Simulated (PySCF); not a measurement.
Species: fluoroacetonitrile, C2H2FN.
SMILES: `N#CCF`

Level: PBE0/pcSseg-1 in PySCF, non-relativistic, on one gas-phase PBE0-D3(BJ)/def2-SVP geometry that isn't relaxed in the solvent. The solvent is an IEF-PCM continuum (Bondi radii, 1.10 Å for H, scaled by 1.2). Specific hydrogen bonds and non-electrostatic terms are outside this model.

| run | E − E(gas) (kcal/mol) | HOMO (eV) | HOMO–LUMO gap (eV) | dipole (D) |
| --- | --- | --- | --- | --- |
| gas | 0.00 | -9.87 | 9.45 | 3.28 |
| P | -4.78 | -9.77 | 9.46 | 3.92 |
| Q | -6.60 | -9.74 | 9.44 | 4.16 |
| R | -5.50 | -9.76 | 9.45 | 4.02 |

Problem. The runs were made in acetonitrile, chloroform and tetrahydrofuran. Which run belongs to which solvent?

Solution. P = chloroform, Q = acetonitrile, R = tetrahydrofuran. The dielectric constants are 4.711 (chloroform), 7.426 (tetrahydrofuran), 35.69 (acetonitrile), and the energy falls further as ε rises. In this model the ground state sees the solvent through ε alone.

Problem. How constant is the ratio of the lowering to (ε − 1)/(2ε + 1)?

Solution. 
```csv
solvent,(ε − 1)/(2ε + 1),E − E(gas) (kcal/mol),ratio (kcal/mol),polarisation term (kcal/mol)
chloroform,0.356,-4.78,-13.4,-5.53
tetrahydrofuran,0.405,-5.50,-13.6,-6.49
acetonitrile,0.479,-6.60,-13.8,-8.03
```

The ratio changes by +2.7 % in size from chloroform to acetonitrile. The polarisation term is half the interaction of the solute with the induced surface charges.
